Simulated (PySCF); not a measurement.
PySCF input file for ethylamine cation (C₂H₇N), SMILES CCN (connectivity only; charge and spin as stated), charge +1, multiplicity 2, B3LYP-D3(BJ)/def2-TZVP. Geometry: B3LYP-D3(BJ)/def2-TZVP. The spin state was assumed, not searched. The values are those of a single conformer.

```python
import numpy as np
from pyscf import gto, scf, dft, df
from pyscf.hessian import thermo

mol = gto.M(
    atom='''
    C    -0.22557779    1.25905782    0.00000000
    C     0.53039949   -0.04820140    0.00000000
    N    -0.27491000   -1.20805474   -0.00000000
    H     0.48626745    2.08262011   -0.00000000
    H    -0.84983962    1.35466809   -0.88949361
    H    -0.84983962    1.35466809    0.88949360
    H     1.23237253   -0.15280565    0.85534790
    H     1.23237253   -0.15280566   -0.85534790
    H     0.13769259   -2.14027750    0.00000000
    H    -1.29358608   -1.15482283    0.00000000
    ''',
    basis='def2-TZVP',
    charge=1,
    spin=1,
    max_memory=1600,
    verbose=3,
)
mf = dft.UKS(mol, xc='b3lyp').density_fit(auxbasis='def2-universal-jkfit')
mf.disp = 'd3bj'
mf.grids.level = 3
mf.conv_tol = 1e-11
mf.max_cycle = 100
mf.kernel()
fine, coarse = mf.grids, dft.Grids(mol).set(level=1).build(with_non0tab=True)
for _ in range(3):  # follow internal instabilities
    mf.grids = coarse
    mo, _, stable, _ = mf.stability(return_status=True, nroots=4)
    mf.grids = fine
    if stable:
        break
    mf.kernel(mf.make_rdm1(mo, mf.mo_occ))

# analytic Hessian; the response equations are solved on a coarser grid
h, args, fine = mf.Hessian(), (mf.mo_energy, mf.mo_coeff, mf.mo_occ), mf.grids
h.max_memory = max(150, 2.5e-5 * df.make_auxmol(mol, mf.with_df.auxbasis).nao * mol.nelec[0] * (mol.nelec[0] + mol.nao))  # MB; small integral blocks
h1ao = h.make_h1(mf.mo_coeff, mf.mo_occ)
mf.grids = dft.Grids(mol).set(level=1).build(with_non0tab=True)
mo1, mo_e1 = h.solve_mo1(*args, h1ao)
mf.grids = fine
hess = h.hess_elec(*args, mo1, mo_e1, h1ao) + h.hess_nuc()
if mf.do_disp():
    hess += h.get_dispersion()
for i in range(mol.natm):  # the analytic DFT Hessian lacks the response of the grid: restore translational invariance
    hess[i, i] -= hess[i].sum(axis=0)
hess = (hess + hess.transpose(1, 0, 3, 2)) / 2
vib = thermo.harmonic_analysis(mol, hess, imaginary_freq=False)
thermo.dump_normal_mode(mol, vib)
th = thermo.thermo(mf, vib['freq_au'][vib['freq_au'] > 0], 298.15, 101325)
thermo.dump_thermo(mol, th)
g0 = mf.nuc_grad_method().set(verbose=0).kernel()

# dipole derivatives [dipole axis, atom, xyz] from the same response
r, irp = mol.intor('int1e_r'), mol.intor('int1e_irp').reshape(3, 3, mol.nao, mol.nao)
sl, dm0, ok = mol.aoslice_by_atom(), np.array(mf.make_rdm1()), []
dmu = np.einsum('a,xt->xat', mol.atom_charges(), np.eye(3))
for a, (_, _, p0, p1) in enumerate(sl):
    dmu[:, a] += 2 * np.einsum('xtij,ij->xt', irp[:, :, :, p0:p1], dm0.reshape(-1, mol.nao, mol.nao).sum(0)[:, p0:p1])
    for u, c, occ, f in zip(mo1, mf.mo_coeff, mf.mo_occ, (2, 2)):
        dmu[:, a] -= f * np.einsum('tui,xuv,vi->xt', u[a], r, c[:, occ > 0], optimize=True)
L = vib['norm_mode']
ir = 974.8801 * (np.einsum('xat,kat->kx', dmu, L) ** 2).sum(1)       # km/mol
apt = np.einsum('xax->a', dmu) / 3
print('mode   freq/cm-1   IR/(km/mol)')
for k, w in enumerate(vib['freq_wavenumber']):
    print(f'{k + 1:4d} {w:11.2f} {ir[k]:13.3f}')
print('max |gradient| / (hartree/bohr):', abs(g0).max())
print('APT charges:', apt.round(4))
```

Log of the run:

```

WARN: HOMO -0.258105057423339 >= LUMO -0.258105057423347

converged SCF energy = -134.920509632361  <S^2> = 0.75478779  2S+1 = 2.0047821
<class 'pyscf.df.df_jk.DFUKS'> wavefunction is stable in the internal stability analysis

WARN: DFTD3 does not support analytical Hessian, using finite difference


WARN: Mole.unit (angstrom) is changed to Bohr

Mode                                 0                   1                   2
Irrep
Freq [cm^-1]                       75.5610            219.1112            400.6693
Reduced mass [au]                   1.0222              1.0928              2.1223
Force const [Dyne/A]                0.0034              0.0309              0.2007
Char temp [K]                     108.7154            315.2523            576.4740
Normal mode                   x     y     z       x     y     z       x     y     z
       0   C                 0.00  0.00 -0.02   -0.00 -0.00  0.01    0.04  0.11  0.00
       1   C                -0.00 -0.00 -0.03    0.00  0.00 -0.06   -0.13  0.01  0.00
       2   N                 0.00 -0.00  0.01   -0.00  0.00  0.05    0.04 -0.11  0.00
       3   H                 0.00 -0.00  0.23   -0.00  0.00  0.50    0.24 -0.06  0.00
       4   H                 0.19  0.09 -0.14    0.32  0.25 -0.18    0.07  0.27 -0.00
       5   H                -0.19 -0.09 -0.14   -0.32 -0.25 -0.18    0.07  0.27  0.00
       6   H                -0.12  0.02  0.11    0.15 -0.01 -0.20   -0.10  0.03 -0.01
       7   H                 0.12 -0.02  0.11   -0.15  0.01 -0.20   -0.10  0.03  0.01
       8   H                 0.00  0.00 -0.51   -0.00  0.00  0.32    0.25 -0.02  0.00
       9   H                 0.00 -0.00  0.70    0.00  0.00 -0.17    0.03 -0.35 -0.00
Mode                                 3                   4                   5
Irrep
Freq [cm^-1]                      633.9846            745.7706            885.0062
Reduced mass [au]                   1.1535              1.2918              2.9522
Force const [Dyne/A]                0.2732              0.4233              1.3623
Char temp [K]                     912.1627           1072.9978           1273.3268
Normal mode                   x     y     z       x     y     z       x     y     z
       0   C                 0.00 -0.00  0.01   -0.00  0.00 -0.01    0.05 -0.15  0.00
       1   C                -0.00  0.00 -0.09    0.00  0.00 -0.09   -0.13  0.01 -0.00
       2   N                 0.00 -0.00 -0.04   -0.00 -0.00  0.10    0.03  0.12  0.00
       3   H                 0.00 -0.00  0.08    0.00  0.00  0.13    0.18 -0.27  0.00
       4   H                -0.12  0.15  0.11   -0.13  0.20  0.11    0.07 -0.05 -0.00
       5   H                 0.12 -0.15  0.11    0.13 -0.20  0.11    0.07 -0.05  0.00
       6   H                -0.33  0.02  0.21   -0.22  0.22  0.14   -0.04  0.05 -0.04
       7   H                 0.33 -0.02  0.21    0.22 -0.22  0.14   -0.04  0.05  0.04
       8   H                -0.00 -0.00  0.60   -0.00 -0.00 -0.40    0.28  0.24 -0.00
       9   H                 0.00  0.00  0.27   -0.00 -0.00 -0.47    0.02 -0.11 -0.00
Mode                                 6                   7                   8
Irrep
Freq [cm^-1]                      958.1432           1057.3631           1073.5620
Reduced mass [au]                   1.1777              1.3700              2.4219
Force const [Dyne/A]                0.6370              0.9025              1.6446
Char temp [K]                    1378.5547           1521.3101           1544.6166
Normal mode                   x     y     z       x     y     z       x     y     z
       0   C                -0.08 -0.03  0.00    0.00 -0.00  0.09   -0.03  0.09  0.00
       1   C                -0.02 -0.03 -0.00    0.00  0.00 -0.11   -0.07 -0.16 -0.00
       2   N                 0.06 -0.01  0.00   -0.00 -0.00  0.06    0.08  0.08  0.00
       3   H                 0.30 -0.35 -0.00    0.00 -0.00 -0.23   -0.09  0.13 -0.00
       4   H                 0.03  0.29 -0.04    0.22 -0.28 -0.11   -0.08  0.01  0.02
       5   H                 0.03  0.29  0.04   -0.22  0.28 -0.11   -0.08  0.01 -0.02
       6   H                 0.03  0.20 -0.01   -0.21 -0.35  0.05    0.15 -0.30 -0.15
       7   H                 0.03  0.20  0.01    0.21  0.35  0.05    0.15 -0.30  0.15
       8   H                -0.35 -0.19 -0.00   -0.00 -0.00 -0.04    0.06  0.08 -0.00
       9   H                 0.09  0.46 -0.00   -0.00 -0.00 -0.16    0.09  0.17 -0.00
Mode                                 9                  10                  11
Irrep
Freq [cm^-1]                     1181.2321           1202.0742           1331.7165
Reduced mass [au]                   1.6606              1.1719              1.0767
Force const [Dyne/A]                1.3652              0.9977              1.1250
Char temp [K]                    1699.5300           1729.5171           1916.0435
Normal mode                   x     y     z       x     y     z       x     y     z
       0   C                 0.11  0.01 -0.00    0.00  0.00  0.10   -0.01 -0.01 -0.00
       1   C                -0.13  0.03  0.00   -0.00  0.00 -0.04    0.01 -0.00 -0.00
       2   N                 0.04 -0.05  0.00   -0.00 -0.00 -0.03   -0.07 -0.01  0.00
       3   H                -0.17  0.25  0.00   -0.00  0.00 -0.17    0.01 -0.03  0.00
       4   H                -0.04 -0.28  0.07    0.20 -0.23 -0.07   -0.00  0.06 -0.00
       5   H                -0.04 -0.28 -0.07   -0.20  0.23 -0.07   -0.00  0.06  0.00
       6   H                 0.02  0.23 -0.09    0.02  0.55  0.01    0.51  0.21 -0.35
       7   H                 0.02  0.23  0.09   -0.02 -0.55  0.01    0.51  0.22  0.35
       8   H                -0.25 -0.18 -0.00   -0.00 -0.00  0.07    0.06  0.04 -0.00
       9   H                 0.06  0.30 -0.00    0.00  0.00  0.01   -0.08 -0.21 -0.00
Mode                                12                  13                  14
Irrep
Freq [cm^-1]                     1375.3257           1434.7396           1486.8739
Reduced mass [au]                   1.5405              1.2336              1.0452
Force const [Dyne/A]                1.7168              1.4961              1.3615
Char temp [K]                    1978.7875           2064.2709           2139.2805
Normal mode                   x     y     z       x     y     z       x     y     z
       0   C                -0.03 -0.02  0.00   -0.05  0.11 -0.00    0.04  0.01  0.00
       1   C                -0.03  0.16 -0.00    0.01 -0.03  0.00    0.02  0.03  0.00
       2   N                 0.02 -0.04  0.00   -0.00  0.01 -0.00    0.00  0.00  0.00
       3   H                 0.09 -0.12 -0.00    0.42 -0.31  0.00    0.30 -0.23 -0.00
       4   H                 0.11 -0.06 -0.10    0.09 -0.46 -0.15   -0.51 -0.03  0.37
       5   H                 0.11 -0.06  0.10    0.09 -0.46  0.15   -0.51 -0.03 -0.37
       6   H                 0.11 -0.45 -0.18   -0.00  0.10  0.02    0.02 -0.08 -0.01
       7   H                 0.11 -0.45  0.18   -0.00  0.10 -0.02    0.02 -0.08  0.01
       8   H                -0.17 -0.12 -0.00   -0.01  0.01 -0.00   -0.07 -0.03 -0.00
       9   H                 0.03  0.07  0.00   -0.01 -0.06  0.00   -0.00 -0.06  0.00
Mode                                15                  16                  17
Irrep
Freq [cm^-1]                     1489.5579           1622.2433           2844.4264
Reduced mass [au]                   1.0354              1.1410              1.0839
Force const [Dyne/A]                1.3535              1.7691              5.1669
Char temp [K]                    2143.1421           2334.0469           4092.4964
Normal mode                   x     y     z       x     y     z       x     y     z
       0   C                -0.00 -0.00  0.04   -0.00  0.01  0.00   -0.00 -0.00  0.00
       1   C                -0.00 -0.00  0.02    0.01  0.02 -0.00    0.00 -0.00 -0.08
       2   N                -0.00 -0.00 -0.00   -0.05 -0.08 -0.00    0.00  0.00 -0.00
       3   H                -0.00  0.00 -0.69    0.06 -0.04  0.00    0.00  0.00  0.01
       4   H                 0.17  0.46 -0.04   -0.04 -0.03  0.02   -0.02 -0.00 -0.02
       5   H                -0.17 -0.46 -0.04   -0.04 -0.03 -0.02    0.02  0.00 -0.02
       6   H                 0.02 -0.02  0.00    0.02 -0.02 -0.02    0.45 -0.05  0.50
       7   H                -0.02  0.02  0.00    0.02 -0.02  0.02   -0.45  0.05  0.50
       8   H                 0.00  0.00 -0.02    0.62  0.23  0.00    0.00 -0.00  0.01
       9   H                 0.00  0.00  0.01   -0.01  0.65  0.00   -0.00 -0.00 -0.02
Mode                                18                  19                  20
Irrep
Freq [cm^-1]                     2873.2657           3051.6563           3119.3718
Reduced mass [au]                   1.0598              1.0369              1.1040
Force const [Dyne/A]                5.1549              5.6893              6.3291
Char temp [K]                    4133.9896           4390.6539           4488.0815
Normal mode                   x     y     z       x     y     z       x     y     z
       0   C                -0.00  0.00 -0.00   -0.04  0.03  0.00    0.00  0.00 -0.09
       1   C                 0.06 -0.02  0.00   -0.00 -0.00 -0.00    0.00  0.00 -0.00
       2   N                 0.00  0.01  0.00   -0.00 -0.00 -0.00   -0.00 -0.00  0.00
       3   H                 0.01  0.00 -0.00   -0.28 -0.31  0.00   -0.00 -0.00 -0.02
       4   H                 0.01 -0.00  0.02    0.35 -0.05  0.52    0.39 -0.05  0.54
       5   H                 0.01 -0.00 -0.02    0.35 -0.05 -0.52   -0.39  0.05  0.54
       6   H                -0.40  0.05 -0.55    0.01 -0.00  0.01    0.02 -0.00  0.02
       7   H                -0.40  0.05  0.55    0.01 -0.00 -0.01   -0.02  0.00  0.02
       8   H                 0.01 -0.01 -0.00    0.00 -0.00 -0.00   -0.00  0.00  0.00
       9   H                -0.00 -0.00  0.00    0.00  0.00  0.00    0.00  0.00 -0.00
Mode                                21                  22                  23
Irrep
Freq [cm^-1]                     3139.3321           3436.1494           3547.3969
Reduced mass [au]                   1.1009              1.0479              1.1072
Force const [Dyne/A]                6.3928              7.2901              8.2089
Char temp [K]                    4516.7999           4943.8539           5103.9144
Normal mode                   x     y     z       x     y     z       x     y     z
       0   C                 0.07  0.05  0.00   -0.00  0.00 -0.00    0.00 -0.00  0.00
       1   C                 0.00  0.00  0.00    0.00  0.00  0.00   -0.00 -0.00 -0.00
       2   N                -0.00 -0.00 -0.00   -0.03 -0.04  0.00   -0.07  0.05  0.00
       3   H                -0.56 -0.65  0.00    0.00  0.00  0.00   -0.00 -0.00 -0.00
       4   H                -0.15  0.03 -0.23    0.00 -0.00  0.00   -0.00 -0.00 -0.00
       5   H                -0.15  0.03  0.23    0.00 -0.00 -0.00   -0.00 -0.00  0.00
       6   H                -0.01  0.00 -0.01   -0.01  0.00 -0.01    0.00  0.00  0.00
       7   H                -0.01  0.00  0.01   -0.01  0.00  0.01    0.00  0.00 -0.00
       8   H                -0.00  0.00 -0.00   -0.28  0.61 -0.00    0.29 -0.63 -0.00
       9   H                 0.00 -0.00  0.00    0.71 -0.05 -0.00    0.64 -0.04 -0.00
temperature 298.1500 [K]
pressure 101325.00 [Pa]
Rotational constants [GHz] 34.67311 8.92351 7.76669
Symmetry number 1
Zero-point energy (ZPE) 0.08927 [Eh]   234375.555 [J/mol]
                           tot       elec      trans        rot        vib
Entropy [J/mol/K]       289.950      5.763    156.245     93.800     34.141
Cv [J/mol/K]             64.641      0.000     12.472     12.472     39.698
Cp [J/mol/K]             72.956      0.000     20.786     12.472     39.698
Internal energy [J/mol]                      3718.434   3718.434 239863.851
Internal energy [Eh]   -134.82632  -134.92051
Enthalpy [J/mol]                             6197.391   3718.434 239863.851
Enthalpy [Eh]          -134.82537
Gibbs free energy [J/mol]                  -40387.018 -24248.105 229684.604
Gibbs free energy [Eh] -134.85830
mode   freq/cm-1   IR/(km/mol)
   1       75.56        10.519
   2      219.11         0.729
   3      400.67         1.864
   4      633.98       103.631
   5      745.77        39.754
   6      885.01        22.870
   7      958.14         8.741
   8     1057.36        10.125
   9     1073.56        31.715
  10     1181.23        18.953
  11     1202.07         2.064
  12     1331.72        62.546
  13     1375.33         4.366
  14     1434.74        13.117
  15     1486.87        15.451
  16     1489.56        16.644
  17     1622.24        46.242
  18     2844.43        18.368
  19     2873.27       105.102
  20     3051.66         2.705
  21     3119.37         0.314
  22     3139.33         0.049
  23     3436.15       114.288
  24     3547.40       143.422
max |gradient| / (hartree/bohr): 7.529214751285318e-05
APT charges: [ 0.0061  0.0118 -0.0431  0.0696  0.0416  0.0416  0.142   0.142   0.2877
  0.3007]
```

The run converged.
